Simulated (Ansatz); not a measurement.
Results of HSE06 in Ansatz (PAW) for Ge (P4₃2₁2, No. 96, 12 atoms in the cell; start mp-137; another form than the element's usual one).

The run printed, among other lines:

```
WARN output.stress: scf.convergence.dr2_threshold = 1e-7 eV (the SCF's general default) is looser than the 1.2e-9 eV advised for a printed stress (1e-10 eV for …
WARN output.stress: scf.exx.energy_threshold = 1e-6 eV is looser than the 1.2e-7 eV advised for a stress under a hybrid functional (1e-8 eV for each atom of …
Crystal: 12 atoms, lattice volume = 250.822 Å³
Basis set: ecut = 500 eV, 6349 PW (Γ), exchange–correlation on 90×90×108 points (8 copies of the dense FFT grid, shifted against one another)
Bands: 101, of which v1, the nominal top of the filled ones, is band 84 counted from 1 (83 counted from 0)
Symmetry: 8 space group operations
Space group: P43212 (ITA 96), of the structure as read, at distance tolerance 6.3e-5 Å
k-points: 18 of 64
SCF iter   1: F=—  HF=-51538.070165 eV  |F-HF|=—  |Δ(HF+E_count)|=         —  Δρ=1.59e-3  dr2=5.89e-3
SCF iter   2: F=—  HF=-51538.072176 eV  |F-HF|=—  |Δ(HF+E_count)|=   2.01e-3  Δρ=7.74e-4  dr2=8.91e-4
  ...
Crystal: 12 atoms, lattice volume = 250.822 Å³
Initial density: handed on by an earlier stage of this run
Crystal: 12 atoms, lattice volume = 250.822 Å³
SCF 3 converged in 6 iterations: F = -51548.326403 eV  dr2 = 3.21e-10
Crystal: 12 atoms, lattice volume = 250.822 Å³
SCF iter   1: F=—  HF=-51548.326382 eV  |F-HF|=—  |Δ(HF+E_count)|=         —  Δρ=2.29e-6  dr2=5.60e-9
SCF iter   2: F=-51548.326382 eV  HF=-51548.326382 eV  |F-HF|=1.31e-10  |Δ(HF+E_count)|=   2.82e-9  Δρ=3.98e-7  dr2=2.74e-10
SCF 4 converged in 2 iterations: F = -51548.326382 eV  dr2 = 2.74e-10
Free energy (F): -51548.326382 eV
Internal energy: -51548.326382 eV  (E = F + TS)
E sigma→0 (E₀):  -51548.326382 eV
Fermi energy:    9.299621 eV
--- Forces (eV/Å), atoms counted from 1 ---
  atom   1  Ge     0.04388187     0.04388187     0.00000000
  atom   2  Ge    -0.04388187     0.04388187     0.00000000
  atom   3  Ge    -0.04388187    -0.04388187    -0.00000000
  atom   4  Ge     0.04388187    -0.04388187    -0.00000000
  atom   5  Ge    -0.05245185    -0.02874678     0.02541837
  atom   6  Ge     0.02874678    -0.05245185     0.02541837
  atom   7  Ge     0.05245185     0.02874678     0.02541837
  atom   8  Ge    -0.02874678     0.05245185     0.02541837
  atom   9  Ge    -0.05245185     0.02874678    -0.02541837
  atom  10  Ge     0.02874678     0.05245185    -0.02541837
  atom  11  Ge     0.05245185    -0.02874678    -0.02541837
  atom  12  Ge    -0.02874678    -0.05245185    -0.02541837
--- Stress (GPa, compression-positive) ---
       -0.282696       0.000000       0.000000
        0.000000      -0.282696       0.000000
        0.000000       0.000000      -0.102843
  P = ⅓ Tr σ = -0.2227 GPa (-2.227 kbar)
```

Write an input file that could have produced this run (the log leaves some choices open).

Several could match; the one computed here: 
Ansatz 0.2 input:
```yaml
crystal:
  lattice:
    - [5.9503079339, 0.0, 0.0]
    - [0.0, 5.9503079339, 0.0]
    - [0.0, 0.0, 7.0841236267]
  atoms:
    - { symbol: Ge, position: [0.0845109487, 0.0845109487, 0.0] }
    - { symbol: Ge, position: [0.4154890513, 0.5845109487, 0.75] }
    - { symbol: Ge, position: [0.9154890513, 0.9154890513, 0.5] }
    - { symbol: Ge, position: [0.5845109487, 0.4154890513, 0.25] }
    - { symbol: Ge, position: [0.1694114291, 0.3727040949, 0.2444926683] }
    - { symbol: Ge, position: [0.1272959051, 0.6694114291, 0.9944926683] }
    - { symbol: Ge, position: [0.8305885709, 0.6272959051, 0.7444926683] }
    - { symbol: Ge, position: [0.8727040949, 0.3305885709, 0.4944926683] }
    - { symbol: Ge, position: [0.6694114291, 0.1272959051, 0.0055073317] }
    - { symbol: Ge, position: [0.6272959051, 0.8305885709, 0.2555073317] }
    - { symbol: Ge, position: [0.3305885709, 0.8727040949, 0.5055073317] }
    - { symbol: Ge, position: [0.3727040949, 0.1694114291, 0.7555073317] }
kpoints:
  mp_grid: { grid: [4, 4, 4] }
hamiltonian:
  xc: hse06
  pseudopotentials: { kind: paw }
  dispersion: none
scf:
  occupations: { method: gaussian, width: 0.02 }
output:
  forces: true
  stress: true
  eigenvalues: true
basis:
  ecutwfc: 500
  ecutrho_ratio: 4
  xc_grid: 2
magnetization:
  spin_polarized: false
```

The PAW data were made under PBE.

Note: cell and atoms aren't relaxed at this level (largest force component 0.05 eV/Å, pressure -0.2 GPa).

The result took very roughly 30 core-minutes.

A start named mp-… is a Materials Project structure, which need not be a measured phase.

Ansatz is a first-principles code.
